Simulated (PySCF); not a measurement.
What happened in this job?

A core-ionisation job on C2F3N, SMILES `[C-]#[N+]C(F)(F)F`. Theory: delta-SCF UKS SCAN, pcX-1 on the ionised atom, pcseg-1 elsewhere, spin-free X2C (PySCF).

Driver input (Å, PBE0-D3(BJ)/def2-SVP geometry):

```
{"job": {"kind": "xps", "basis": "pcX-1"}, "charge": 0, "multiplicity": 1}
C      2.1273     0.2778    -0.0118
N      0.9607     0.1223    -0.0110
C     -0.4305    -0.0627    -0.0064
F     -1.0212     0.9435    -0.6248
F     -0.8745    -0.1217     1.2360
F     -0.7379    -1.1876    -0.6268
```

Output:

```
ground state, core basis on atom 0 (C), 94 functions
  cycle   1  E = -430.41076178  |g| = 8.46e-01
  cycle   2  E = -430.15499856  |g| = 1.51e+00
  cycle   3  E = -430.52520221  |g| = 2.16e-01
  cycle   4  E = -430.53330122  |g| = 9.40e-02
  cycle   5  E = -430.53525848  |g| = 1.95e-02
  cycle   6  E = -430.53533900  |g| = 2.35e-03
  cycle   7  E = -430.53533995  |g| = 3.88e-04
  E(ground) = -430.53343186 Eh
hole in C 1s of atom 0
  cycle   1  E = -419.20301449  |g| = 1.45e+00
  cycle   2  E = -414.14057597  |g| = 3.05e+00
  cycle   3  E = -419.34637830  |g| = 1.00e+00
  cycle   4  E = -419.45519957  |g| = 7.57e-01
  cycle   5  E = -419.63792905  |g| = 4.57e-01
  cycle   6  E = -419.71723569  |g| = 9.31e-02
  cycle   7  E = -419.72021570  |g| = 5.68e-02
  cycle   8  E = -419.72150031  |g| = 2.36e-02
  cycle   9  E = -419.72189448  |g| = 1.16e-02
  cycle  10  E = -419.72207760  |g| = 6.19e-03
  cycle  11  E = -419.72226579  |g| = 2.64e-03
  cycle  12  E = -419.72230146  |g| = 9.24e-04
  cycle  13  E = -419.72230028  |g| = 1.03e-03
  cycle  14  E = -419.72230199  |g| = 3.04e-04
  E(ion) = -419.72025614 Eh   <S^2> = 0.8863   hole on atom = 1.000   binding energy = 294.241 eV
ground state, core basis on atom 1 (N), 94 functions
  cycle   1  E = -430.54113802  |g| = 5.78e-02
  cycle   2  E = -430.53760349  |g| = 1.38e-01
  cycle   3  E = -430.54175630  |g| = 7.65e-03
  cycle   4  E = -430.54176756  |g| = 4.38e-03
  cycle   5  E = -430.54177277  |g| = 7.02e-04
  cycle   6  E = -430.54177078  |g| = 2.14e-04
  E(ground) = -430.53852266 Eh
hole in N 1s of atom 1
  cycle   1  E = -414.87370001  |g| = 1.86e+00
  cycle   2  E = -414.08027747  |g| = 2.16e+00
  cycle   3  E = -415.33405413  |g| = 7.71e-01
  cycle   4  E = -415.51750412  |g| = 2.63e-01
  cycle   5  E = -415.54441690  |g| = 6.44e-02
  cycle   6  E = -415.54563261  |g| = 2.64e-02
  cycle   7  E = -415.54592465  |g| = 8.46e-03
  cycle   8  E = -415.54595659  |g| = 1.75e-03
  cycle   9  E = -415.54596098  |g| = 7.45e-04
  cycle  10  E = -415.54596029  |g| = 7.32e-04
  cycle  11  E = -415.54596203  |g| = 2.16e-04
  E(ion) = -415.54293252 Eh   <S^2> = 0.7720   hole on atom = 1.000   binding energy = 408.051 eV
ground state, core basis on atom 2 (C), 94 functions
  cycle   1  E = -430.53450836  |g| = 4.07e-02
  cycle   2  E = -430.53358068  |g| = 7.54e-02
  cycle   3  E = -430.53474500  |g| = 1.67e-02
  cycle   4  E = -430.53480197  |g| = 6.88e-03
  cycle   5  E = -430.53480967  |g| = 1.63e-03
  cycle   6  E = -430.53481002  |g| = 1.33e-04
  E(ground) = -430.53056059 Eh
hole in C 1s of atom 2
  cycle   1  E = -418.94998212  |g| = 1.50e+00
  cycle   2  E = -415.47486300  |g| = 3.09e+00
  cycle   3  E = -418.97910693  |g| = 1.02e+00
  cycle   4  E = -419.31285764  |g| = 5.84e-01
  cycle   5  E = -419.45052160  |g| = 1.80e-01
  cycle   6  E = -419.46291662  |g| = 5.49e-02
  cycle   7  E = -419.46438007  |g| = 2.00e-02
  cycle   8  E = -419.46451123  |g| = 2.99e-03
  cycle   9  E = -419.46451849  |g| = 1.21e-03
  cycle  10  E = -419.46452043  |g| = 1.02e-03
  cycle  11  E = -419.46452070  |g| = 6.21e-04
  cycle  12  E = -419.46452054  |g| = 1.77e-04
  E(ion) = -419.46336571 Eh   <S^2> = 0.7719   hole on atom = 1.000   binding energy = 301.154 eV
ground state, core basis on atom 3 (F), 94 functions
  cycle   1  E = -430.53700129  |g| = 4.61e-02
  cycle   2  E = -430.53656909  |g| = 6.07e-02
  cycle   3  E = -430.53717739  |g| = 2.10e-02
  cycle   4  E = -430.53724131  |g| = 1.23e-02
  cycle   5  E = -430.53727453  |g| = 1.97e-03
  cycle   6  E = -430.53727408  |g| = 2.81e-04
  E(ground) = -430.53683781 Eh
hole in F 1s of atom 3
  cycle   1  E = -404.10947968  |g| = 2.57e+00
  cycle   2  E = -402.69231639  |g| = 2.61e+00
  cycle   3  E = -403.85617059  |g| = 1.52e+00
  cycle   4  E = -404.78920499  |g| = 6.68e-01
  cycle   5  E = -404.94256295  |g| = 2.55e-01
  cycle   6  E = -404.96945505  |g| = 6.51e-02
  cycle   7  E = -404.97100455  |g| = 1.82e-02
  cycle   8  E = -404.97111049  |g| = 7.77e-03
  cycle   9  E = -404.97113283  |g| = 8.96e-04
  cycle  10  E = -404.97113275  |g| = 4.29e-04
  E(ion) = -404.97788230 Eh   <S^2> = 0.7564   hole on atom = 1.000   binding energy = 695.495 eV
```

The program numbers atoms from 0. E(ground) and E(ion) are re-evaluated on a finer grid than the cycles, so they differ from the last cycles; that is no fault.

Q: Do all binding energies of this run deserve the same trust?

A: No. Every hole passed the driver's convergence checks (|g| < 5e-4, core orbital emptied to over 0.9), but ⟨S²⟩ is 0.886 for C1s on atom 0, against 0.75 for a pure doublet, so the unrestricted ion state holds higher spin components.

Q: How can it be mended?

A: Recompute such holes with a restricted open-shell or spin-projected scheme and compare; until then these binding energies are doubtful.

Time: 8.0 s; peak memory 0.34 GiB. Hardware: Intel Xeon Platinum 8488C, one thread, shared host.
